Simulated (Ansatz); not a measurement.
`CC1=C(O)N1`, 10 atoms. Charge 0, multiplicity 1. All runs use 2 threads of an AMD EPYC 9R45 on a shared host. Correlated methods freeze the cores.

(1) Give the basis size and wall time and peak host memory of each of these runs in Ansatz. RKS ωB97M-V/def2-SVP energy; RKS ωB97M-V/def2-QZVPP energy; RKS PBE-D4/def2-TZVPP energy and forces; RKS PBE0-D4/def2-TZVP relaxation (14 steps); RKS PBE0-D4/def2-SVP energy; RHF-CCSD(T)/def2-SVP energy; RHF-MP2/def2-QZVPP energy; RKS B3LYP-D4/def2-TZVPP energy and forces; RKS PBE0-D4/def2-QZVPP energy; RKS r2SCANh-D4/def2-TZVPP energy; RKS HSE06 (plane-wave form)-D4/def2-TZVPP energy; RKS PBE0-D4/def2-TZVP frequencies. (An estimate is asked.)

Results:

(1) Computed: Other jobs shared the machine, so times are rough.

```json
{"level": "RKS PBE0-D4/def2-SVP", "job": "energy", "functions": "95", "wall time": "0.45 s", "peak host memory (GiB)": "0.19"}
{"level": "RKS PBE-D4/def2-TZVPP", "job": "energy and forces", "functions": "225", "wall time": "1.2 s", "peak host memory (GiB)": "0.25"}
{"level": "RKS HSE06 (plane-wave form)-D4/def2-TZVPP", "job": "energy", "functions": "225", "wall time": "1.4 s", "peak host memory (GiB)": "0.46"}
{"level": "RKS ωB97M-V/def2-SVP", "job": "energy", "functions": "95", "wall time": "1.6 s", "peak host memory (GiB)": "0.25"}
{"level": "RKS r2SCANh-D4/def2-TZVPP", "job": "energy", "functions": "225", "wall time": "1.9 s", "peak host memory (GiB)": "0.45"}
{"level": "RKS B3LYP-D4/def2-TZVPP", "job": "energy and forces", "functions": "225", "wall time": "1.9 s", "peak host memory (GiB)": "0.5"}
{"level": "RHF-CCSD(T)/def2-SVP", "job": "energy", "functions": "95", "wall time": "2.5 s", "peak host memory (GiB)": "0.42"}
{"level": "RKS PBE0-D4/def2-QZVPP", "job": "energy", "functions": "435", "wall time": "3.3 s", "peak host memory (GiB)": "1.1"}
{"level": "RKS ωB97M-V/def2-QZVPP", "job": "energy", "functions": "435", "wall time": "7.5 s", "peak host memory (GiB)": "1.4"}
{"level": "RHF-MP2/def2-QZVPP", "job": "energy", "functions": "435", "wall time": "9.5 s", "peak host memory (GiB)": "2.3"}
{"level": "RKS PBE0-D4/def2-TZVP", "job": "relaxation (14 steps)", "functions": "185", "wall time": "21 s", "peak host memory (GiB)": "0.42"}
{"level": "RKS PBE0-D4/def2-TZVP", "job": "frequencies", "functions": "185", "wall time": "64 s", "peak host memory (GiB)": "0.42"}
```

B3LYP here is the variant with VWN-RPA as its local correlation; programs differ in this.
